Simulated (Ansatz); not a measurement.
# C3H4N2: the cost of one run

Computed with Ansatz 0.2.0, Gaussian basis. Level: revPBE/6-31G* with D3(BJ) dispersion.

## Step 1: The geometry

The structure was relaxed beforehand with PBE0-D4 in a triple-zeta def2 set.

9 atoms, charge 0, spin multiplicity 1.

Atoms are counted from 1 here; the program's logs count them from 0.

Bond lengths: C1–C2 1.338 Å, C1–H6 1.079 Å, C1–H7 1.083 Å, C2–N3 1.384 Å, C2–C4 1.436 Å, N3–H8 1.007 Å, N3–H9 1.007 Å, C4–N5 1.151 Å. Angles: C2–C1–H6 120.3°, C2–C1–H7 121.1°, H6–C1–H7 118.5°, C1–C2–N3 126.6°, C1–C2–C4 119.2°, N3–C2–C4 114.2°, C2–N3–H8 115.8°, C2–N3–H9 115.1°, H8–N3–H9 113.3°, C2–C4–N5 178.5°.

## Step 2: The run

File in.yaml:

```yaml
crystal:
  periodic: [false, false, false]
  atoms:
    - {symbol: C, position_ang: [0.707689, 1.086864, -0.244584]}
    - {symbol: C, position_ang: [-0.023189, -0.021399, -0.080194]}
    - {symbol: N, position_ang: [0.320532, -1.131281, 0.671044]}
    - {symbol: C, position_ang: [-1.269557, -0.148259, -0.781036]}
    - {symbol: N, position_ang: [-2.280636, -0.263748, -1.318531]}
    - {symbol: H, position_ang: [0.376352, 1.863718, -0.916504]}
    - {symbol: H, position_ang: [1.648931, 1.219054, 0.274597]}
    - {symbol: H, position_ang: [-0.448215, -1.669121, 1.036080]}
    - {symbol: H, position_ang: [1.056494, -0.982128, 1.342029]}
basis:
  gaussian: {orbitals: "6-31G*"}
hamiltonian: {xc: {name: revPBE}, dispersion: d3bj}
md: {timestep: 2 fs, n_steps: 20, ensemble: nvt_nose_hoover, temperature: 1000, initial_velocities: maxwell_boltzmann, seed: 894}
```

Run with:

```sh
ansatz run in.yaml --threads 2 --pin off --events-out ev --progress --plain --max-ram 4352MiB
```

What time and memory should one allow on 2 threads of Arm Neoverse V2, shared host?

About 26 s, with a peak of 0.44 GiB.
